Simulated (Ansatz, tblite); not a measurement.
Volume per atom (Å³/atom) of solids drawn from the class of tetrahedrally bonded semiconductors and semimetals, at two levels: GFN1-xTB tight binding with its D3(BJ) term, in tblite, supercell at the zone centre, Fermi filling at 1000 K (free energies), no spin polarisation (tblite), and r²SCAN (plane waves, PAW; Ansatz, a quantum-chemistry and plane-wave program).

```tsv
solid	GFN1-xTB	r²SCAN	shift (%)
wurtzite CdS	27.19	25.40	-6.6
wurtzite BN (high-pressure phase)	5.91	5.90	-0.2
wurtzite ZnO	15.51	11.81	-24
wurtzite CdSe	29.72	28.87	-2.9
wurtzite AlN	12.96	10.40	-19.8
2H-SiC	11.32	10.34	-8.7
wurtzite GaN	12.90	11.37	-11.9
```

The shifts run from -24 % to -0.2 %, with a median of -8.7 %.

Over all 7 rows r²SCAN is the larger in 0.

Ansatz's runs of these crystals have no spin polarisation.

Caveats: the cell moved over 20 % in volume from its start (GFN1-xTB: wurtzite ZnO); the gap of the solid is closed in this run (GFN1-xTB: wurtzite CdS, wurtzite ZnO, wurtzite CdSe, wurtzite AlN); the method was fitted mainly to molecules (GFN1-xTB: wurtzite CdS, wurtzite BN, wurtzite ZnO, wurtzite CdSe, wurtzite AlN, 2H-SiC and 1 more); the run uses a supercell at the zone centre in place of a k mesh (GFN1-xTB: wurtzite CdS, wurtzite BN, wurtzite ZnO, wurtzite CdSe, wurtzite AlN, 2H-SiC and 1 more). Ansatz's density-functional and Hartree–Fock values are scalar-relativistic unless marked +SOC, with PAW data made under PBE.
